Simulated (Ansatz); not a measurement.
`CCOCF`, relaxed with RKS PBE-D4/def2-SVP in the Gaussian-basis code of Ansatz from a rough embedded geometry. The force threshold is 0.03 eV/Å; the program also tests the step.

The species carries charge 0 and has multiplicity 1.

Start:

```xyz
12

C    -0.820   -1.335    0.796
C    -0.498   -0.030    0.204
O     0.810   -0.133   -0.359
C     1.191    1.185   -0.905
F     1.168    2.095   -0.002
H    -0.168   -1.678    1.564
H    -0.823   -2.132    0.019
H    -1.890   -1.334    1.223
H    -0.536    0.714    1.042
H    -1.205    0.238   -0.559
H     0.545    1.371   -1.744
H     2.228    1.039   -1.278
```

How much energy does the relaxation release, and in how many steps? (An estimate is asked.)

Ansatz gave: 53.50 kJ/mol, in 5 steps.

Which bonds change most? (An estimate is asked.)

The calculation gave: C4–F5 from 1.282 to 1.392 Å; O3–C4 from 1.477 to 1.373 Å; C1–C2 from 1.469 to 1.515 Å; C4–H11 from 1.075 to 1.121 Å.

Give the relaxed structure. (Estimate.)

Ansatz gave: 
```xyz
12

C    -0.848   -1.388    0.793
C    -0.531   -0.028    0.206
O     0.807   -0.049   -0.301
C     1.207    1.122   -0.895
F     1.365    2.149    0.031
H    -0.152   -1.626    1.622
H    -0.752   -2.181    0.025
H    -1.883   -1.408    1.190
H    -0.629    0.771    0.974
H    -1.237    0.226   -0.623
H     0.463    1.485   -1.650
H     2.191    0.927   -1.372
```
